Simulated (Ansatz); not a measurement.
# SiH₂Cl− (SMILES [SiH2-]Cl): single points off equilibrium

The task here is to estimate one member of a computed series from the others.

Program: Ansatz 0.2.0, Gaussian basis. Level of theory: single points in def2-TZVPPD. These are calculated values, not measurements.

Correlated methods freeze the cores.

**Starting geometry**

SMILES `[SiH2-]Cl`, 4 atoms, charge -1, spin multiplicity 1.

Atoms are counted from 1 here; the program's logs count them from 0.

Bond lengths: Si1–Cl2 2.263 Å, Si1–H3 1.490 Å, Si1–H4 1.454 Å. Angles: Cl2–Si1–H3 95.7°, Cl2–Si1–H4 97.4°, H3–Si1–H4 98.3°.

As a file:

```
Si   -0.4537    0.4414    0.2539
Cl    1.6729   -0.0876    0.8182
H    -0.9452   -0.9640    0.1953
H    -0.2251    0.6443   -1.1672
```

The first run:

The input, run/in.yaml:

```yaml
crystal:
  periodic: [false, false, false]
  atoms:
    - {symbol: Si, position_ang: [-0.453700, 0.441400, 0.253900]}
    - {symbol: Cl, position_ang: [1.672900, -0.087600, 0.818200]}
    - {symbol: H, position_ang: [-0.945200, -0.964000, 0.195300]}
    - {symbol: H, position_ang: [-0.225100, 0.644300, -1.167200]}
basis:
  gaussian: {orbitals: "def2-TZVPPD.json"}
total_charge: -1
correlation: {method: ccsd_t}
output: {forces: true}
```

The basis file named in the input lies beside it (Basis Set Exchange, JSON).

The command line of these runs was not kept.

Steps of the session up to this table: CCSD(T)/def2-TZVPPD; PBE0-D4/def2-TZVPPD; wB97M-V/def2-TZVPPD; r2SCAN-D4/def2-TZVPPD; PBE-D4/def2-TZVPPD; HSE06-D4/def2-TZVPPD; BHLYP-D4/def2-TZVPPD.

One of the session's tables, all rows but one given; the rest of the session is left out.

```
   method  RMS force component (eV/Å)  angle to CCSD(T) forces (°)
  CCSD(T)                       0.660                    reference
  PBE0-D4                       0.710                          4.4
  wB97M-V                       0.649                          1.7
r2SCAN-D4                       0.700                          2.9
   PBE-D4                       0.785                          3.8
 HSE06-D4                       0.712                          4.4
 BHLYP-D4                           ?                            ?
```

**Question.** Estimate the row for BHLYP-D4.

The run gave: RMS force component (eV/Å): 0.585; angle to CCSD(T) forces (°): 3.1. In the column «RMS force component (eV/Å)» it is the lowest.
